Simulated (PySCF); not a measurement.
C₅H₉P.
Cartesian coordinates in Å at the GFN2-xTB level; atoms count from 1:
```xyz
15
C5H9P angstrom
C      2.8344    1.0749    0.3812
C      1.7398    0.3362    0.4811
P      0.4658    0.3045   -0.8178
C     -0.3017   -1.3269   -0.3890
C     -0.9821   -0.1585    0.2599
C     -2.3706    0.2172   -0.1907
H      3.0197    1.6925   -0.4822
H      3.5870    1.0930    1.1535
H      1.5687   -0.2832    1.3553
H      0.2673   -2.0094    0.2290
H     -0.8366   -1.8172   -1.1920
H     -0.8264   -0.0439    1.3290
H     -2.6014    1.2447    0.0842
H     -2.4609    0.1205   -1.2707
H     -3.1074   -0.4364    0.2775
```

Theory: PySCF 2.14.0, density-fitted response routines, TDDFT CAM-B3LYP/def2-SVPD, vertical, gas phase, core orbitals frozen in the response.

Each state is given a Gaussian of 0.4 eV full width at half maximum, with ε(max) = 2.175×10⁸ f / Δν̃ (Δν̃ the width in cm⁻¹). The width is an assumption, not a result. The curve ends short of the highest state used, and states not computed would add to its high-energy end.

| E (eV) | ε (L mol⁻¹ cm⁻¹) |
| --- | --- |
| 5.29 | 3 |
| 5.32 | 5 |
| 5.35 | 9 |
| 5.37 | 13 |
| 5.40 | 23 |
| 5.43 | 38 |
| 5.46 | 61 |
| 5.48 | 82 |
| 5.51 | 126 |
| 5.54 | 189 |
| 5.56 | 243 |
| 5.59 | 350 |
| 5.62 | 491 |
| 5.64 | 610 |
| 5.67 | 831 |
| 5.70 | 1115 |
| 5.72 | 1347 |
| 5.75 | 1771 |
| 5.78 | 2308 |
| 5.81 | 2981 |
| 5.83 | 3519 |
| 5.86 | 4479 |
| 5.89 | 5638 |
| 5.91 | 6527 |
| 5.94 | 8029 |
| 5.97 | 9706 |
| 5.99 | 10894 |
| 6.02 | 12724 |
| 6.05 | 14518 |
| 6.07 | 15635 |
| 6.10 | 17098 |
| 6.13 | 18199 |
| 6.15 | 18682 |
| 6.18 | 18979 |
| 6.21 | 18738 |
| 6.24 | 17976 |
| 6.26 | 17209 |
| 6.29 | 15742 |
| 6.32 | 14001 |
| 6.34 | 12754 |
| 6.37 | 10847 |
| 6.40 | 8998 |
| 6.42 | 7844 |
| 6.45 | 6282 |
| 6.48 | 4959 |
| 6.50 | 4221 |
| 6.53 | 3333 |
| 6.56 | 2702 |
| 6.59 | 2314 |
| 6.61 | 2186 |
| 6.64 | 2181 |
| 6.67 | 2397 |
| 6.69 | 2662 |
| 6.72 | 3241 |
| 6.75 | 4039 |
| 6.77 | 4692 |

Question: Locate the maxima and give the states behind the curve.

Answer: 201 nm (6.18 eV), ε about 19000, made up of S2 (97%) (ε in L mol⁻¹ cm⁻¹; maxima over ε = 5, shares over 10%). At its high-energy end, 6.77 eV, the curve is still rising (ε about 4700, from S4, S5 and S6). The states used: S1 5.89 eV (f 0.023); S2 6.18 eV (f 0.274); S3 6.47 eV (f 0.011); S4 6.89 eV (f 0.013); S5 6.99 eV (f 0.100); S6 7.15 eV (f 0.149); S7 7.31 eV (f 0.209); S8 7.37 eV (f 0.0018).

Question: On this curve, what absorbance would a 10⁻³ mol/L sample give at 193 nm over a 1 cm path?

Answer: 193 nm is 6.424 eV, where ε is about 7600 L mol⁻¹ cm⁻¹, so A = ε c l ≈ 7.6 (Beer–Lambert, with the gas-phase spectrum and the assumed width).

Question: What would ε be at 6.18 eV, the highest of these maxima, with half the width (0.2 eV)?

Answer: About 36800 L mol⁻¹ cm⁻¹ against 19000, a factor of about 1.9; a lone state at its own centre would give exactly 2.

Question: Coming from long wavelengths, where does ε first pass 100 L mol⁻¹ cm⁻¹?

Answer: At about 226 nm (5.49 eV), 0.40 eV below S1.

Rough CPU time on one thread of a shared machine: about 80 s.

One conformer stands for the species.
